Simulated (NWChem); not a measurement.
The numbers come from NWChem runs, not from measurements. System: Cl$_{2}$, charge 1, spin multiplicity 4, at the geometry of a parent with another charge or spin, in a state set for the comparison that need not be this species' ground state. Its SCF solution wasn't tested for a lower state. Level: UMP2/def2-TZVP, 10 core orbitals frozen.

Job file:

```
start mol
memory heap 200 mb stack 900 mb global 1100 mb
charge 1
geometry units angstroms nocenter noautoz
  Cl     0.000000     0.000000     0.979924
  Cl     0.000000     0.000000    -0.979924
  symmetry group D2h
end
basis spherical
  * library def2-tzvp
end
scf
  uhf
  nopen 3
  maxiter 100
  thresh 1e-7
  semidirect memsize 60000000 filesize 0
  # guess.movecs holds the orbitals of an unrestricted PBE0 run
  vectors input guess.movecs output mol.movecs
end
mp2
  freeze core 10
end
task mp2 energy
```

Output (cleaned and shortened):

```
             Northwest Computational Chemistry Package (NWChem) 7.3.0
             --------------------------------------------------------

                                NWChem Input Module
                                -------------------

 Scaling coordinates for geometry "geometry" by  1.889725989
 (inverse scale =  0.529177249)

 Turning off AUTOSYM since
 SYMMETRY directive was detected!

                             Geometry "geometry" -> ""
                             -------------------------

 Output coordinates in angstroms (scale by  1.889725989 to convert to a.u.)

  No.       Tag          Charge          X              Y              Z
 ---- ---------------- ---------- -------------- -------------- --------------
    1 Cl                  17.0000     0.00000000     0.00000000     0.97992400
    2 Cl                  17.0000     0.00000000     0.00000000    -0.97992400

 Effective nuclear repulsion energy (a.u.)      78.0326969035

            Nuclear Dipole moment (a.u.)
            ----------------------------
        X                 Y               Z
 ---------------- ---------------- ----------------
     0.0000000000     0.0000000000     0.0000000000

      Symmetry information
      --------------------

 Group name             D2h
 Group number             26
 Group order               8
 No. of unique centers     1

      Symmetry unique atoms

     1


 Summary of "ao basis" -> "" (spherical)
 ------------------------------------------------------------------------------
       Tag                 Description            Shells   Functions and Types
 ---------------- ------------------------------  ------  ---------------------
 *                         def2-tzvp                  on all atoms

 Summary of "ao basis" -> "ao basis" (spherical)
 ------------------------------------------------------------------------------
       Tag                 Description            Shells   Functions and Types
 ---------------- ------------------------------  ------  ---------------------
 Cl                        def2-tzvp                13       37   5s5p2d1f
[...]
  AO/Fock/Back tols     =   1.0D-09  1.0D-09  1.0D-09

 GA uses MA = F    GA memory limited = T

 Available:
  local mem=  1.26D+08
 global mem=  1.44D+08
 local disk=  0.00D+00
  mp2_memr nvloc                    56
  nvloc new                    56
   1 passes of   8:        4194304                      33562                   4149499.
   1 passes of   8: M    126152456           G      144168248           F     121958152.

 Semi-direct pass number   1 of   1  for UHF alpha       at        0.5s
  vrange nnbf                  2718
  mp2_eaftype                    15  avail_ma_in_mb                  1099
 EAF : mp2_eaftype filesize          15    2074750.
  mp2_eaf for mointskh                     15
Node 0 wrote      9.7 Mb in      0.0 s     Agg I/O rate:  1829.1 Mb/s
 Done moints_semi at        1.2s
  mp2_eaftype                    15  avail_ma_in_mb                  1084
 EAF : mp2_eaftype filesize          15    2074750.
  mp2_eaf for kh                    15
 Done maket at        1.2s
 Done multipass loop at        1.2s

 GA uses MA = F    GA memory limited = T

 Available:
  local mem=  1.26D+08
 global mem=  1.44D+08
 local disk=  0.00D+00
  mp2_memr nvloc                    59
  nvloc new                    59
   1 passes of   5:        4194304                      25915                   2735596.
   1 passes of   5: M    126152456           G      144168248           F     121958152.

 Semi-direct pass number   1 of   1  for UHF beta        at        1.2s
  vrange nnbf                  2718
  mp2_eaftype                    10  avail_ma_in_mb                  1099
 EAF : mp2_eaftype filesize          10    1367798.
  mp2_eaf for mointskh                     10
Node 0 wrote      6.4 Mb in      0.0 s     Agg I/O rate:  2329.9 Mb/s
 Done moints_semi at        1.9s
  mp2_eaftype                    10  avail_ma_in_mb                  1089
 EAF : mp2_eaftype filesize          10    1367798.
  mp2_eaf for kh                    10
 Done maket at        1.9s
 Done multipass loop at        1.9s

          -------------------------------------------
          SCF energy                -918.475203388403
          Correlation energy          -0.360962252083
          Singlet pairs                0.000000000000
          Triplet pairs                0.000000000000
          Total MP2 energy          -918.836165640486
          -------------------------------------------

          ---------------------------------------------------
                    Spin Component Scaled (SCS) MP2
          Same spin pairs                     -0.108014060863
          Same spin scaling factor             0.333333333333
          Opposite spin pairs                 -0.252948191220
          Opposite spin scaling fact.          1.200000000000
          SCS-MP2 correlation energy          -0.339542516418
          Total SCS-MP2 energy              -918.814745904821
          ---------------------------------------------------

 -----------------------
 Performance information
 -----------------------

 Timer overhead =  9.65D-08 seconds/call

               Nr. of calls         CPU time (s)                 Wall time (s)                GFlops
             ---------------    -------------------     ------------------------------   -------------------
Name         Min   Avg   Max    Min     Avg     Max     Min     Avg     Max   Mx/calls   Min     Max     Sum
mp2: moin     2     2     2    1.4     1.4     1.4      1.4     1.4     1.4    0.70      0.0     0.0     0.0
mp2: make     2     2     2   4.54E-2 4.54E-2 4.54E-2  4.54E-2 4.54E-2 4.54E-2 2.27E-2   0.0     0.0     0.0
mp2: tota     1     1     1    1.5     1.5     1.5      1.5     1.5     1.5     1.5      0.0     0.0     0.0

 The average no. of pstat calls per process was 5.00D+00
 with a timing overhead of 4.82D-07s

 Task  times  cpu:        1.9s     wall:        1.9s

 Total times  cpu:        1.9s     wall:        1.9s
```
